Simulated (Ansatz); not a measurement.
Ansatz (an electronic-structure program) input (B3LYP-D3(BJ)/def2-TZVP):

Ansatz 0.2 input:
```yaml
crystal:
  periodic: [false, false, false]
  atoms:
    - {symbol: Cl, position_ang: [-0.03041915, 0.00135257, 0.73758321]}
    - {symbol: O, position_ang: [0.00383002, 0.00687930, -0.70928822]}
basis:
  gaussian:
    orbitals: def2-TZVP
hamiltonian:
  xc: b3lyp
  dispersion: d3bj
total_charge: 1
magnetization: {spin_polarized: true, initial_magnetization: 2}
relax: {f_tol: 0.002, max_steps: 150}
```

End of the output:

```
mean field -14557.24354170 eV, -534.9688329032 hartree, gradient 2.6e-5 eV, S^2 2.010519; 0 other end points of the search recorded, 0 dependent functions left out
the calculation of the forces begins
reference -14557.24366826 eV, -534.9688375544 hartree; 13, 11 occupied and 55, 57 virtual orbitals, 414 factors
relax step   5: F+E_penalty+E_count = -14557.26997861 eV  Δ(F+E_penalty+E_count) = -2.748e-7 eV  max|allowed force component| = 5.582e-6 eV/Å  Δτ_max = 0.0001 Å  (21 SCF iters, accepted)
integrals: 0.01 GiB planned
414 factors; their error is unknown
mean field: 0.17 GiB planned
mean field evaluation 64: about -14557.2435 eV, gradient 1.3e-5 eV
mean field -14557.24354170 eV, -534.9688329032 hartree, gradient 2.8e-5 eV, S^2 2.010519; 1 other end points of the search recorded, 0 dependent functions left out
the calculation of the forces begins
reference -14557.24366826 eV, -534.9688375544 hartree; 13, 11 occupied and 55, 57 virtual orbitals, 414 factors
Total energy: -14557.27010518 eV, -534.9698090931 hartree
Atom 0 at    -0.030815     0.001289     0.754293 Å, force     0.000000     0.000000    -0.000005 eV/Å
Atom 1 at     0.004226     0.006943    -0.725998 Å, force    -0.000000    -0.000000     0.000005 eV/Å
Dipole moment:    -0.006384    -0.001030     0.269690 e Å
```
